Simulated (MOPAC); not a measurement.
MOPAC input (AM1):

```
AM1 FORCE THERMO(298,298) PRECISE LET CHARGE=-1 GEO-OK AUX(PRECISION=9) THREADS=1
C4H7

C     0.20588591 1    0.11713756 1    1.41247433 1
C     0.00346987 1    0.10322090 1    0.05123270 1
H     0.30169996 1    1.05087200 1    1.96378401 1
H     0.27836661 1   -0.79983469 1    1.99648939 1
C    -0.10307966 1    1.20858171 1   -0.76177624 1
H    -0.02947311 1    2.21821792 1   -0.36153365 1
H    -0.26547177 1    1.12398319 1   -1.83585915 1
C    -0.09283754 1   -1.23927585 1   -0.60893623 1
H    -0.51385981 1   -2.00537107 1    0.08729084 1
H    -0.74198021 1   -1.19986591 1   -1.51775593 1
H     0.92366738 1   -1.58225670 1   -0.92550426 1
```

From the last part of the output:

```
     H   11   0.008509   4.440682   0.576125   0.576091   5.333864

          HEAT OF FORMATION =      20.646884 KCALS/MOLE

          ZERO POINT ENERGY      59.898 KCAL/MOL

           NORMAL COORDINATE ANALYSIS (Total motion = 1 Angstrom)

   Root No.       1         2         3         4         5         6         7         8

                 1 A"      2 A"      1 A'      3 A"      2 A'      3 A'      4 A"      4 A'

                  29.8     427.5     455.1     457.5     487.8     557.2     765.4     804.7

           1   -0.0028   -0.0012   -0.0216   -0.0415   -0.0034   -0.0019   -0.0006   -0.0003
           2    0.0025    0.0008   -0.0531    0.0351   -0.0067   -0.0031    0.0005    0.0005
           3   -0.0217    0.0144    0.0030    0.0010   -0.0080   -0.0242   -0.0516   -0.0494
           4   -0.0033   -0.0011   -0.0224   -0.0426   -0.0034   -0.0016   -0.0004   -0.0003
           5   -0.0017   -0.0006    0.0439   -0.0217    0.0068    0.0034   -0.0002    0.0006
           6    0.0000    0.0000   -0.0147    0.0000    0.0595    0.0864    0.0000    0.0312
           7    0.0010    0.0009   -0.1275    0.0168   -0.0189   -0.0089   -0.0005   -0.0020
           8    0.0051    0.0022   -0.1211    0.0727   -0.0167   -0.0075    0.0005   -0.0007
           9   -0.0237    0.2380    0.0332   -0.0073   -0.1942    0.0570    0.2426    0.2051
          10   -0.0081   -0.0037    0.0772   -0.0951    0.0110    0.0033    0.0001    0.0015
          11    0.0058    0.0026   -0.1188    0.0708   -0.0164   -0.0064   -0.0001   -0.0009
          12   -0.0378   -0.2421   -0.0065    0.0069    0.1152   -0.2736    0.2019    0.1693
          13    0.0004   -0.0001    0.0557    0.0040    0.0074    0.0036    0.0001   -0.0003
          14   -0.0037   -0.0014   -0.0138   -0.0542   -0.0012   -0.0003   -0.0007    0.0005
          15    0.0217   -0.0144    0.0029   -0.0010   -0.0080   -0.0242    0.0516   -0.0494
          16    0.0047    0.0019    0.1729    0.0687    0.0243    0.0114   -0.0003    0.0021
          17   -0.0021   -0.0008    0.0318   -0.0292    0.0053    0.0028   -0.0009    0.0014
          18    0.0236   -0.2380    0.0329    0.0072   -0.1943    0.0570   -0.2426    0.2051
          19   -0.0001    0.0003    0.0506    0.0013    0.0070    0.0029   -0.0003    0.0002
          20   -0.0099   -0.0044   -0.1324   -0.1185   -0.0184   -0.0066   -0.0001   -0.0016
          21    0.0378    0.2421   -0.0065   -0.0068    0.1152   -0.2736   -0.2019    0.1693
          22    0.0032    0.0019   -0.0208    0.0563   -0.0023   -0.0009    0.0007    0.0004
          23    0.0016    0.0010    0.0409    0.0286    0.0045    0.0018    0.0003   -0.0008
          24    0.0000   -0.0000    0.0015   -0.0001   -0.0154    0.0056   -0.0000    0.0082
          25   -0.1063    0.0025   -0.0138    0.1482   -0.0227   -0.0182   -0.0000   -0.0107
          26   -0.0654    0.0004    0.0296   -0.0275    0.0486    0.0378    0.0019    0.0216
          27    0.2372   -0.0000    0.0112   -0.0203   -0.0608   -0.0307   -0.0011   -0.0141
          28   -0.1158    0.0018   -0.0158    0.0650   -0.0260   -0.0199    0.0015   -0.0112
          29   -0.0476    0.0018    0.0286    0.1360    0.0470    0.0369   -0.0012    0.0213
          30   -0.2369    0.0000    0.0112    0.0201   -0.0608   -0.0307    0.0011   -0.0141
          31    0.2550    0.0020   -0.0346    0.0791    0.0455    0.0394    0.0020    0.0253
          32    0.1298    0.0010    0.0680    0.0403   -0.0896   -0.0774    0.0010   -0.0497
          33   -0.0002   -0.0000    0.0121   -0.0001   -0.0545   -0.0266   -0.0000   -0.0120

   Root No.       9        10        11        12        13        14        15        16

                 5 A"      5 A'      6 A'      6 A"      7 A'      8 A'      7 A"      9 A'

                 979.7    1021.6    1066.0    1075.2    1135.2    1394.6    1397.7    1412.2

           1    0.0051    0.0107    0.0053    0.0246    0.0720    0.0009    0.0018    0.0070
           2   -0.0361   -0.0412    0.0111   -0.0197    0.0287   -0.0021   -0.0015    0.0042
           3   -0.0002   -0.0019   -0.0089    0.0002    0.0007    0.0001    0.0003   -0.0000
           4    0.0017    0.0059    0.0010    0.0019    0.0160   -0.0043    0.0036    0.0130
           5    0.0009   -0.0115   -0.0018    0.0010   -0.0314    0.0085    0.0018   -0.0255
           6   -0.0000    0.0100    0.0590   -0.0000   -0.0050   -0.0005   -0.0000   -0.0007
           7    0.1631    0.1585   -0.0247    0.0989    0.0110    0.0488   -0.0123   -0.1126
           8    0.0717    0.0582   -0.0101    0.0312   -0.0206    0.0261   -0.0095   -0.0679
           9   -0.0011   -0.0010   -0.0112    0.0033    0.0011   -0.0011   -0.0011   -0.0007
          10   -0.1425   -0.1176    0.0420   -0.0315    0.2132    0.0398   -0.0162   -0.0854
          11    0.0685    0.0503   -0.0143    0.0205   -0.0675   -0.0240    0.0093    0.0553
          12    0.0013    0.0056    0.0207    0.0013   -0.0036    0.0002   -0.0011    0.0001
          13   -0.0262    0.0270   -0.0121   -0.0015   -0.0655    0.0011   -0.0001   -0.0075
          14    0.0254   -0.0330    0.0023    0.0315   -0.0413   -0.0020    0.0023   -0.0032
          15    0.0002   -0.0019   -0.0088   -0.0002    0.0008    0.0001   -0.0003   -0.0000
          16    0.1539   -0.1403    0.0226    0.0834    0.0103   -0.0498   -0.0150    0.1211
          17    0.0896   -0.0939    0.0140    0.0616   -0.0210   -0.0241   -0.0043    0.0511
          18    0.0007   -0.0006   -0.0112   -0.0035    0.0011   -0.0010    0.0011   -0.0010
          19   -0.0285    0.0286   -0.0131   -0.0019   -0.0708   -0.0040   -0.0020    0.0056
          20   -0.1555    0.1246   -0.0423   -0.0375   -0.2122   -0.0463   -0.0186    0.1016
          21   -0.0011    0.0054    0.0208   -0.0012   -0.0034    0.0002    0.0011    0.0000
          22    0.0145   -0.0286    0.0041   -0.0525   -0.0267   -0.0155   -0.0387    0.0062
          23    0.0074    0.0561   -0.0083   -0.0267    0.0524    0.0305   -0.0197   -0.0122
          24   -0.0000   -0.0088   -0.0635    0.0001    0.0080   -0.0280    0.0000   -0.0157
          25   -0.0743   -0.0325    0.0660    0.1825   -0.0501   -0.0379   -0.0065   -0.1761
          26    0.0714    0.0507   -0.1412   -0.1984    0.0884   -0.1103    0.1213    0.0739
          27   -0.0004    0.0032    0.0868    0.0041   -0.0260    0.2164   -0.2065    0.0942
          28    0.0140   -0.0219    0.0754   -0.0530   -0.0421    0.1118    0.0945    0.0441
          29   -0.1021    0.0560   -0.1364    0.2643    0.0924   -0.0340   -0.0765    0.1859
          30    0.0005    0.0032    0.0868   -0.0042   -0.0260    0.2162    0.2064    0.0940
          31   -0.0270   -0.0543   -0.1479    0.0480   -0.0209    0.1035    0.3566   -0.0185
          32   -0.0137    0.1067    0.2908    0.0244    0.0410   -0.2036    0.1815    0.0363
          33    0.0000    0.0150    0.0717   -0.0000    0.0024   -0.0925   -0.0003    0.0099

   Root No.      17        18        19        20        21        22        23        24

                 8 A"     10 A'     11 A'      9 A"     12 A'     10 A"     13 A'     11 A"

                1424.8    1447.6    1603.2    1810.1    3037.6    3047.1    3139.2    3205.3

           1   -0.0213    0.0147    0.1082   -0.1309    0.0001    0.0008    0.0004   -0.0034
           2    0.0022    0.0038   -0.0158   -0.0095   -0.0001    0.0004   -0.0001   -0.0308
           3    0.0000   -0.0000    0.0001    0.0000    0.0001    0.0000    0.0000   -0.0000
           4   -0.0170    0.0143   -0.0764    0.2323   -0.0002   -0.0030   -0.0015   -0.0020
           5   -0.0086   -0.0280    0.1500    0.1182    0.0005   -0.0015    0.0030   -0.0010
           6    0.0000    0.0012   -0.0010   -0.0002   -0.0018    0.0000    0.0000    0.0000
           7    0.1738   -0.1176   -0.0024   -0.0034    0.0002    0.0037    0.0003   -0.1074
           8    0.1127   -0.0760   -0.0649    0.0691   -0.0001   -0.0055   -0.0003    0.1523
           9   -0.0002    0.0003    0.0002   -0.0002   -0.0001   -0.0001   -0.0001   -0.0000
          10    0.1912   -0.0953   -0.1046   -0.0635    0.0005    0.0001    0.0001    0.1558
          11   -0.1246    0.0663    0.1292   -0.0270    0.0003   -0.0017    0.0008    0.2297
          12   -0.0009    0.0011   -0.0001    0.0002   -0.0004   -0.0002    0.0001    0.0001
          13   -0.0108   -0.0118   -0.0509   -0.0847    0.0000    0.0008   -0.0002   -0.0268
          14   -0.0185   -0.0097   -0.0968   -0.1002   -0.0001    0.0004   -0.0004    0.0154
          15   -0.0000   -0.0000    0.0002    0.0002    0.0001   -0.0000    0.0000    0.0001
          16    0.1934    0.1307    0.0539    0.0538   -0.0000   -0.0023    0.0000    0.0600
          17    0.0742    0.0504   -0.0363   -0.0434   -0.0002    0.0062   -0.0005   -0.1765
          18   -0.0001    0.0001    0.0001    0.0001   -0.0001    0.0002   -0.0001    0.0001
          19    0.0118    0.0025   -0.0428   -0.0593   -0.0005   -0.0013   -0.0007    0.2774
          20    0.2279    0.1160    0.1605   -0.0355   -0.0002    0.0010    0.0004   -0.0092
          21    0.0007    0.0010   -0.0001   -0.0001   -0.0004    0.0002    0.0001   -0.0005
          22    0.0002   -0.0224    0.0234   -0.0163    0.0003   -0.0488   -0.0106   -0.0005
          23    0.0001    0.0440   -0.0461   -0.0083   -0.0007   -0.0248    0.0208   -0.0003
          24   -0.0000    0.0059   -0.0002    0.0000   -0.0506    0.0000    0.0014   -0.0000
          25   -0.0119    0.1307    0.0138    0.0654    0.1317    0.2340   -0.1926    0.0012
          26    0.0168   -0.0704   -0.0291   -0.0552    0.1649    0.3134   -0.2242    0.0029
          27   -0.0116   -0.0284    0.0083    0.0148    0.0792    0.2148   -0.1536    0.0016
          28    0.0065   -0.0200    0.0154   -0.0061   -0.2107    0.3907    0.2943    0.0031
          29   -0.0195   -0.1471   -0.0283    0.0854   -0.0093    0.0045    0.0236   -0.0007
          30    0.0116   -0.0282    0.0083   -0.0149    0.0795   -0.2154   -0.1541   -0.0016
          31    0.0178    0.0307    0.0145    0.0076    0.0768   -0.0276    0.0397   -0.0002
          32    0.0090   -0.0604   -0.0285    0.0039   -0.1500   -0.0141   -0.0774   -0.0001
          33   -0.0000   -0.0297   -0.0057   -0.0000    0.4651    0.0000    0.2909   -0.0000

   Root No.      25        26        27

                14 A'     12 A"     15 A'

                3208.9    3251.5    3257.2

           1    0.0034   -0.0194    0.0206
           2    0.0309    0.0060   -0.0043
           3    0.0000   -0.0000    0.0000
           4   -0.0016   -0.0009    0.0001
           5    0.0031   -0.0005   -0.0002
           6   -0.0000    0.0000    0.0000
           7    0.1154    0.1430   -0.1368
           8   -0.1646   -0.2427    0.2330
           9    0.0000    0.0000   -0.0000
          10   -0.1495    0.0960   -0.1042
          11   -0.2185    0.1689   -0.1800
          12   -0.0001    0.0001   -0.0001
          13   -0.0270   -0.0066   -0.0087
          14    0.0155   -0.0192   -0.0192
          15    0.0000    0.0000    0.0000
          16    0.0651   -0.1121   -0.1079
```

The dipole moment of an ion depends on the origin.
